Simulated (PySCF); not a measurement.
Job file and geometry (Å, from GFN2-xTB) of an NMR shielding run on `CC(C)[C@@H]1CP1`, C$_{5}$H$_{11}$P, GIAO PBE0/pcSseg-1 NMR shielding, non-relativistic, gas phase (PySCF 2.14.0, density-fitted response routines); density fitting, a coarse starting grid and PySCF grid level 2 are the driver's defaults:

```
$ OMP_NUM_THREADS=1 python probes_run.py task.json out

{"job": {"kind": "nmr", "xc": "PBE0", "basis": "pcSseg-1"}, "charge": 0, "multiplicity": 1}
C     -1.537550    -0.897844     0.715531
C     -0.493823    -0.038676     0.007050
C     -0.958879     1.414811    -0.080125
C      0.831896    -0.104345     0.733149
C      2.107644     0.191627     0.001227
P      1.952976    -1.567454     0.550494
H     -1.188490    -1.925614     0.796273
H     -1.720773    -0.518545     1.718537
H     -2.476882    -0.890559     0.167697
H     -0.352698    -0.422894    -1.010886
H     -0.211835     2.027883    -0.578997
H     -1.891395     1.481252    -0.635746
H     -1.123014     1.817586     0.916993
H      0.782089     0.277934     1.749940
H      2.048934     0.388143    -1.060627
H      2.854137     0.788157     0.509711
H      1.370663    -2.009430    -0.645533
```

**Question.** Write the output of this run.

**Answer.** 
```
coarse grid: 13880 points
cycle   1  E = -537.9900757924  dE =  5.578e-01  |g| = 3.947e-01  |ddm| = 3.563e+00
cycle   2  E = -537.9709097291  dE =  1.917e-02  |g| = 4.780e-01  |ddm| = 8.000e-01
cycle   3  E = -538.0317799212  dE = -6.087e-02  |g| = 6.978e-02  |ddm| = 5.279e-01
cycle   4  E = -538.0330465598  dE = -1.267e-03  |g| = 2.626e-02  |ddm| = 1.214e-01
cycle   5  E = -538.0332123847  dE = -1.658e-04  |g| = 4.347e-03  |ddm| = 2.421e-02
cycle   6  E = -538.0332171218  dE = -4.737e-06  |g| = 1.662e-03  |ddm| = 7.801e-03
final grid: 127064 points
cycle   7  E = -538.0712253357  dE = -4.152e-05  |g| = 9.707e-03  |ddm| = 3.284e-02
cycle   8  E = -538.0712034464  dE =  2.189e-05  |g| = 1.313e-02  |ddm| = 2.226e-02
cycle   9  E = -538.0712497504  dE = -4.630e-05  |g| = 1.366e-03  |ddm| = 1.488e-02
cycle  10  E = -538.0712502546  dE = -5.042e-07  |g| = 2.712e-04  |ddm| = 1.803e-03
cycle  11  E = -538.0712502715  dE = -1.689e-08  |g| = 5.248e-05  |ddm| = 2.560e-04
cycle  12  E = -538.0712502721  dE = -6.282e-10  |g| = 2.231e-05  |ddm| = 7.968e-05
converged SCF energy = -538.0712502721

GIAO shielding tensors (ppm)
atom      isotropic    diamagn.    paramagn.     s11        s22        s33       span
  0 C      160.454     247.398     -86.944    142.036    152.446    186.879     44.843
  1 C      142.783     243.727    -100.944    118.795    146.190    163.365     44.570
  2 C      160.715     247.912     -87.198    145.242    149.933    186.969     41.727
  3 C      157.199     253.990     -96.791    120.874    150.234    200.488     79.613
  4 C      176.564     253.923     -77.359    150.413    176.998    202.281     51.868
  5 P      606.776     965.891    -359.115    389.046    499.849    931.433    542.387
  6 H       30.275      30.531      -0.256     24.836     30.188     35.802     10.966
  7 H       30.680      30.672       0.008     27.714     28.339     35.987      8.273
  8 H       30.548      30.194       0.354     25.999     27.736     37.910     11.911
  9 H       31.198      33.428      -2.230     27.701     30.532     35.362      7.661
 10 H       30.203      31.264      -1.061     25.023     29.569     36.019     10.997
 11 H       30.506      30.503       0.004     25.875     27.747     37.896     12.021
 12 H       30.761      31.171      -0.410     27.713     28.435     36.134      8.421
 13 H       30.836      32.916      -2.080     25.273     28.730     38.504     13.230
 14 H       30.673      31.905      -1.232     25.997     26.828     39.195     13.198
 15 H       30.777      29.989       0.788     25.014     25.466     41.851     16.837
 16 H       32.224      31.334       0.890     24.878     28.592     43.201     18.323
```

Size and cost of the density-fitted run: 164 basis functions, 25 s wall time on 1 thread of an Arm Neoverse V1, shared host; peak memory 0.79 GiB.
